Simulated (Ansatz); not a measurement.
Compare A (`F/C=C\C=C/F`) with its isomer B (`C=C(F)C(=C)F`).

Computed with Ansatz on PBE0-D4/def2-TZVP structures; ΔE is electronic, products minus reactants. CBS: MP2 limit from def2 TZ/QZ plus the TZ coupled-cluster correction, frozen cores. DFT in def2-TZVPP. B3LYP here is the variant with VWN-RPA as its local correlation; programs differ in this. Each species was taken in one conformer, which may not be the lowest.

A:

Z-matrix (Å, degrees):
```
C
C 1 1.327
F 1 1.337 2 122.2
H 1 1.083 2 125.3 3 180.0
C 2 1.443 1 124.4 3 0.0
H 2 1.083 1 116.7 3 -180.0
C 5 1.327 2 124.4 1 180.0
H 5 1.083 2 118.9 1 -0.0
F 7 1.337 5 122.2 2 0.0
H 7 1.083 5 125.4 2 -180.0
```

B:

Z-matrix (Å, degrees):
```
C
C 1 1.324
H 1 1.079 2 119.7
H 1 1.081 2 120.6 3 180.0
F 2 1.338 1 120.8 3 -180.0
C 2 1.457 1 126.4 3 0.0
C 6 1.324 2 126.4 1 -180.0
F 6 1.338 2 112.8 1 0.0
H 7 1.081 6 120.6 2 180.0
H 7 1.080 6 119.7 2 0.0
```

Question: Which is lower in electronic energy at CCSD(T)/CBS, and by how much? (An estimate is asked.)

Answer: The calculation gave: B, by 5.9 kJ/mol.

Question: Give E(B) − E(A) in kJ/mol with B2PLYP, CCSD/def2-TZVPP, ωB97M-V, PBE-D4, MP2/def2-TZVPP, B3LYP, HF/def2-TZVPP. (An estimate is asked.)

Answer: Computed: B2PLYP -4.3, CCSD/def2-TZVPP -6.6, ωB97M-V -8.5, PBE-D4 -2.2, MP2/def2-TZVPP -4.8, B3LYP -3.3, HF/def2-TZVPP -6.9. None reverses the order clearly.

Largest T1 diagnostic: 0.013.
